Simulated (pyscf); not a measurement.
Optimised with ωB97X-D3(BJ)/def2-SVP in PySCF. Correlated levels are frozen-core, on RHF or UHF. ΔMP2 is the change of the MP2 total energy from the triple- to the quadruple-zeta basis.

SMILES: C1=C2CC12
```xyz
8

C      0.0023     1.5034    -0.8214
C      0.8137     0.4845    -1.2574
C     -0.1778    -0.6656    -0.9126
C     -0.4344     0.4529     0.0057
H      0.0149     2.5924    -0.7997
H     -0.9062    -0.8093    -1.7162
H      0.2233    -1.6109    -0.5221
H     -0.2974     0.3962     1.0967
```
Charge 0, spin multiplicity 1.

Problem. How much does it cost (ΔH, 298 K, CCSD(T)/def2-TZVPP + ΔMP2(QZVPP)) to split cyclic C₄H₄ (SMILES C1=C2CC12) at its C–H bond into cyclic C₄H₃ (SMILES [CH]1C2=CC12) [doublet] + H•?

Solution. C–H to cyclic C₄H₃ (SMILES [CH]1C2=CC12) [doublet] + H•: 4.10 eV. The radicals are drawn with the spin at the cut bond; how far it spreads was not checked. cyclic C₄H₄ (SMILES C1=C2CC12) lies 1.89 eV over its isomer HC≡C–CH=CH₂, and others may lie lower still (electronic energy, ωB97M-D3(BJ)). cyclic C₄H₃ (SMILES [CH]1C2=CC12) [doublet] lies 1.56 eV over its isomer •HC=C=C=CH₂, and others may lie lower still (electronic energy, ωB97M-D3(BJ)). The CCSD(T) − MP2 part came from Ansatz, without density fitting, on the same reference. An open-shell T1 diagnostic exceeds 0.045. A UHF reference is spin-contaminated (<S²> up to 1.19), which harms MP2 most.
